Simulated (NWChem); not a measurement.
Everything below was run with NWChem. System: O (+1), charge 1, spin multiplicity 4. Its SCF solution wasn't tested for a lower state. Level: UHF/def2-TZVP.

Job file:

```
start mol
memory heap 200 mb stack 900 mb global 1100 mb
charge 1
geometry units angstroms nocenter noautoz
  O      0.000000     0.000000     0.000000
  symmetry group D2h
end
basis spherical
  * library def2-tzvp
end
scf
  uhf
  nopen 3
  maxiter 100
  thresh 1e-7
  semidirect memsize 60000000 filesize 0
  # guess.movecs holds the orbitals of an unrestricted PBE0 run
  vectors input guess.movecs output mol.movecs
end
task scf energy
```

Part of the output:

```
             Northwest Computational Chemistry Package (NWChem) 7.3.0
             --------------------------------------------------------

                                NWChem Input Module
                                -------------------

 Scaling coordinates for geometry "geometry" by  1.889725989
 (inverse scale =  0.529177249)

                             Geometry "geometry" -> ""
                             -------------------------

 Output coordinates in angstroms (scale by  1.889725989 to convert to a.u.)

  No.       Tag          Charge          X              Y              Z
 ---- ---------------- ---------- -------------- -------------- --------------
    1 O                    8.0000     0.00000000     0.00000000     0.00000000

 Effective nuclear repulsion energy (a.u.)       0.0000000000

            Nuclear Dipole moment (a.u.)
            ----------------------------
        X                 Y               Z
 ---------------- ---------------- ----------------
     0.0000000000     0.0000000000     0.0000000000

      Symmetry information
      --------------------

 Group name             D2h
 Group number             26
 Group order               8
 No. of unique centers     1

      Symmetry unique atoms

     1


 Summary of "ao basis" -> "" (spherical)
 ------------------------------------------------------------------------------
       Tag                 Description            Shells   Functions and Types
 ---------------- ------------------------------  ------  ---------------------
 *                         def2-tzvp                  on all atoms

 Summary of "ao basis" -> "ao basis" (spherical)
 ------------------------------------------------------------------------------
       Tag                 Description            Shells   Functions and Types
 ---------------- ------------------------------  ------  ---------------------
 O                         def2-tzvp                11       31   5s3p2d1f

                                 NWChem SCF Module
                                 -----------------

  ao basis        = "ao basis"
[...]
     4      0.562953  1 O  s                  3      0.388058  1 O  s
     2     -0.259570  1 O  s                  5      0.181192  1 O  s

 Vector    3  Occ=0.000000D+00  E=-3.815491D-01  Symmetry=b1u
              MO Center= -1.1D-33, -1.1D-33, -1.2D-19, r^2= 8.0D-01
   Bfn.  Coefficient  Atom+Function         Bfn.  Coefficient  Atom+Function
  ----- ------------  ---------------      ----- ------------  ---------------
    14      0.422165  1 O  pz                 8      0.413946  1 O  pz
    11      0.385670  1 O  pz

 Vector    4  Occ=0.000000D+00  E=-3.815491D-01  Symmetry=b3u
              MO Center= -6.7D-19, -2.6D-33, -2.6D-33, r^2= 8.0D-01
   Bfn.  Coefficient  Atom+Function         Bfn.  Coefficient  Atom+Function
  ----- ------------  ---------------      ----- ------------  ---------------
    12      0.422165  1 O  px                 6      0.413946  1 O  px
     9      0.385670  1 O  px

 Vector    5  Occ=0.000000D+00  E=-3.815491D-01  Symmetry=b2u
              MO Center=  1.3D-36, -3.8D-19,  1.4D-36, r^2= 8.0D-01
   Bfn.  Coefficient  Atom+Function         Bfn.  Coefficient  Atom+Function
  ----- ------------  ---------------      ----- ------------  ---------------
    13      0.422165  1 O  py                 7      0.413946  1 O  py
    10      0.385670  1 O  py

 center of mass
 --------------
 x =   0.00000000 y =   0.00000000 z =   0.00000000

 moments of inertia (a.u.)
 ------------------
           0.000000000000           0.000000000000           0.000000000000
           0.000000000000           0.000000000000           0.000000000000
           0.000000000000           0.000000000000           0.000000000000

  Mulliken analysis of the total density
  --------------------------------------

    Atom       Charge   Shell Charges
 -----------   ------   -------------------------------------------------------
    1 O    8     7.00   0.80  1.17  0.72  1.08  0.22  1.54  1.28  0.18  0.00  0.00  0.00

  Mulliken analysis of the alpha density
  --------------------------------------

    Atom       Charge   Shell Charges
 -----------   ------   -------------------------------------------------------
    1 O    8     5.00   0.40  0.59  0.40  0.55  0.07  1.54  1.28  0.18  0.00  0.00  0.00

   Mulliken analysis of the beta density
   -------------------------------------

    Atom       Charge   Shell Charges
 -----------   ------   -------------------------------------------------------
    1 O    8     2.00   0.40  0.59  0.32  0.54  0.15  0.00  0.00  0.00  0.00  0.00  0.00

   Mulliken analysis of the spin density
   -------------------------------------

    Atom       Charge   Shell Charges
 -----------   ------   -------------------------------------------------------
    1 O    8     3.00  -0.00 -0.00  0.08  0.01 -0.08  1.54  1.28  0.18 -0.00  0.00  0.00

       Multipole analysis of the density wrt the origin
       ------------------------------------------------

     L   x y z        total         alpha         beta         nuclear
     -   - - -        -----         -----         ----         -------
     0   0 0 0      1.000000     -5.000000     -2.000000      8.000000

     1   1 0 0     -0.000000     -0.000000     -0.000000      0.000000
     1   0 1 0     -0.000000     -0.000000     -0.000000      0.000000
     1   0 0 1     -0.000000     -0.000000     -0.000000      0.000000

     2   2 0 0     -2.448861     -1.917417     -0.531444      0.000000
     2   1 1 0      0.000000      0.000000      0.000000      0.000000
     2   1 0 1      0.000000      0.000000      0.000000      0.000000
     2   0 2 0     -2.448861     -1.917417     -0.531444      0.000000
     2   0 1 1      0.000000      0.000000      0.000000      0.000000
     2   0 0 2     -2.448861     -1.917417     -0.531444      0.000000

 Task  times  cpu:        0.1s     wall:        0.1s

 Total times  cpu:        0.1s     wall:        0.1s
```
